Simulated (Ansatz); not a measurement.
# H₂Cl (doublet): from Hartree-Fock to the top rungs at distance H1–H2 along a hydrogen transfer = 1.078 Å, cc-pVTZ

Aim: climb from Hartree-Fock through coupled cluster and multireference methods for H₂Cl (doublet) at one geometry and basis, and see what each rung misses.

Program: Ansatz 0.2.0, Gaussian basis. Level of theory: cc-pVTZ, correlated electrons: outside noble gas. These are calculated values, not measurements.

To be run: UHF; CCSD(T) on ROHF; CCSD(T) on UHF; BCCD(T) on ROHF; CISD; CCSDT(Q) on ROHF; CCSDT(Q) on UHF; CASSCF and NEVPT2, 3 electrons in 3 orbitals; CASSCF and MRCISD+Q, 9 electrons in 6 orbitals; CASSCF and NEVPT2, 9 electrons in 6 orbitals.

### Step 1. The system

The geometry derives from fragments relaxed apart (PBE0/def2-TZVP) and kept rigid, so it is no stationary point. A hydrogen atom is moved between rigid fragments.

3 atoms, charge 0, spin multiplicity 2.

Atoms are counted from 1 here; the program's logs count them from 0.

Bond lengths: H2–Cl3 1.600 Å.

As a file:

```xyz
3
ClH2
H     0.0000    0.0000   -1.2520
H     0.0000    0.0000   -0.1740
Cl    0.0000    0.0000    1.4260
```

In the tables R marks a restricted open-shell determinant and U an unrestricted one; 'pair' is the active space of 3 electrons in 3 orbitals; 'valence' is the active space of 9 electrons in 6 orbitals; correlation energies count from the lowest restricted Hartree-Fock solution.

### Step 2. UHF

in.yaml reads:

```yaml
crystal:
  periodic: [false, false, false]
  atoms:
    - {symbol: H, position_ang: [0.000000, 0.000000, -1.252000]}
    - {symbol: H, position_ang: [0.000000, 0.000000, -0.174000]}
    - {symbol: Cl, position_ang: [0.000000, 0.000000, 1.426000]}
basis:
  gaussian: {orbitals: cc-pVTZ}
magnetization: {spin_polarized: true, initial_magnetization: 1}
hamiltonian: {xc: hf}
output: {orbitals: {seedname: orbitals}}
```

Command:

```bash
$ ansatz run in.yaml --threads 1 --pin off --events-out ev --progress --plain --max-ram 2393MiB
```

The runs that follow: CCSD(T) on ROHF; CCSD(T) on UHF; BCCD(T) on ROHF; CISD; CCSDT(Q) on ROHF; CCSDT(Q) on UHF; CASSCF and NEVPT2, 3 electrons in 3 orbitals; CASSCF and MRCISD+Q, 9 electrons in 6 orbitals; CASSCF and NEVPT2, 9 electrons in 6 orbitals.

Q: Predict the results of all the runs planned. Wanted: correlation energy, UCCSDT(Q); RMP2 from UCCSDT(Q); UMP2 from UCCSDT(Q); RCCSD from UCCSDT(Q); RCCSD(T) from UCCSDT(Q); UCCSD(T) from UCCSDT(Q); RCCSDT(Q) from UCCSDT(Q); NEVPT2 pair from UCCSDT(Q); NEVPT2 valence from UCCSDT(Q).

As calculated:

```
                                      quantity                                                   value
                 correlation energy, UCCSDT(Q)                                              -7.0304 eV
                           RMP2 from UCCSDT(Q)                                              +958.7 meV
                           UMP2 from UCCSDT(Q)                                             +1041.8 meV
                          RCCSD from UCCSDT(Q)                                              +279.3 meV
                       RCCSD(T) from UCCSDT(Q)                                               +29.4 meV
                       UCCSD(T) from UCCSDT(Q)                                               +31.8 meV
                      RCCSDT(Q) from UCCSDT(Q)                                                +0.6 meV
                    NEVPT2 pair from UCCSDT(Q)                                              +852.1 meV
                 NEVPT2 valence from UCCSDT(Q)                                             +1413.6 meV
               MRCISD+Q valence from UCCSDT(Q)                                               +84.3 meV
levels of the table within 1 kcal/mol (43 meV)  RCCSD(T), UCCSD(T), BCCD(T), RCCSDT, UCCSDT, RCCSDT(Q)
                                 T1 diagnostic                                                   0.035
                effectively unpaired electrons                                                    1.02
```

**Reading.** RCCSD(T) misses by +29.4 meV, 0.4 % of the correlation energy. One determinant dominates. Of the multireference levels listed MRCISD+Q valence comes nearest in total energy (+84.3 meV), which doesn't show that its space is the better one. These misses are within one basis, not against nature; the frozen cores of restricted and unrestricted runs differ, which can shift their rows.
